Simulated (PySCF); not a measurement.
An unknown is described by computed data only.

Elements present: C, F, H and N. Monoisotopic mass: 93.0390 u.

| Property | Result |
| --- | --- |
| Triplet | lowest triplet excitation (Tamm–Dancoff): 4.27 eV [TDA PBE0/def2-SVPD] |
| UV, strongest line | among the 6 lowest singlet transitions: S6 at 8.60 eV (144 nm, f = 0.115) [TDDFT PBE0/def2-SVPD] |
| Polarisability | 46.4 au [PBE0/def2-SVPD] |
| NMR, other nuclei | isotropic shieldings of nuclei other than C and H, by class: -78 (1 N), 324 (2 F) ppm [GIAO PBE0/pcSseg-1] |
| Dipole | 1.84 D [PBE0/def2-SVPD] |
| Rotational structure | rotational constants A, B, C: 5.112, 3.262, 2.132 GHz [GFN2-xTB] |
| 1H NMR | chemical shifts (computed TMS as zero) by class: 11.37 (1 H), 5.98 (1 H), 2.25 (3 H) ppm [GIAO PBE0/pcSseg-1] |
| UV, first state | lowest singlet excitation: 5.13 eV (242 nm, f = 0.002) [TDDFT PBE0/def2-SVPD] |
| 13C NMR | chemical shifts (computed TMS as zero) by class: 173.1 (1 C), 117.3 (1 C), 23.5 (1 C) ppm [GIAO PBE0/pcSseg-1] |

The electronic properties come from PySCF, for the isolated species, density fitting. Levels stand in brackets. Geometry: GFN2-xTB, one conformer, isolated molecule. NMR classes are plain means over equivalent atoms (diastereotopic ones count apart unless rotation or inversion swaps them), as if these changed places fast.

Question: Which formula fits the mass and the elements?

Answer: C3H5F2N (calculated 93.0390). No other formula that holds each of these elements comes within 0.0003 u with a fitting electron parity and a possible valence count.

Question: Give a SMILES that accounts for the data.

Answer: Numbering: `[H]/[N:3]=[C:2](/[CH3:1])[CH:4]([F:5])[F:6]`. Its formula, C3H5F2N, gives 1 degree of unsaturation: 0 rings and 1 π bond in the structure found. 3 carbons fall into 3 classes; from least to most shielded: imine carbon [C2] (173.1 ppm), CHF2 carbon [C4] (117.3 ppm), methyl carbon [C1] (23.5 ppm). Hydrogen classes from least to most shielded: 1 H on an imine nitrogen, N3 (11.37 ppm), 1 H on a CHF2 carbon, C4 (5.98 ppm), 3 H on a methyl carbon, C1 (2.25 ppm, a mean of values up to 0.6 ppm apart in this geometry). The other shieldings belong to: -78 ppm, imine nitrogen [N3]; 324 ppm, fluorine of a CF2 group [F5/F6]. S1 is mainly HOMO→LUMO (weight 0.98); the largest Löwdin shares of the orbital it empties are 0.58 on the imine nitrogen, 0.12 on the imine carbon, 0.08 on the CHF2 carbon and 0.07 on the N–H hydrogen, of the orbital it fills 0.34 on the imine nitrogen, 0.33 on the imine carbon, 0.09 on the CHF2 carbon and 0.05 on the methyl carbon. The optimised geometry has point group C1 and is an asymmetric top. Structure: `[H]/N=C(/C)C(F)F`. Computed isomers that give other values at the same levels: `FC(F)[C@@H]1CN1` (13C chemical shifts (computed TMS as zero) by class: 128.4 (1 C), 31.8 (1 C), 20.3 (1 C) ppm). The assignments are read from this structure; whether some other isomer fits the data as well wasn't checked.

Shape of the structure used: `[H]/[N:3]=[C:2](/[CH3:1])[CH:4]([F:5])[F:6]`: C1–C2–C4–F5 168°.
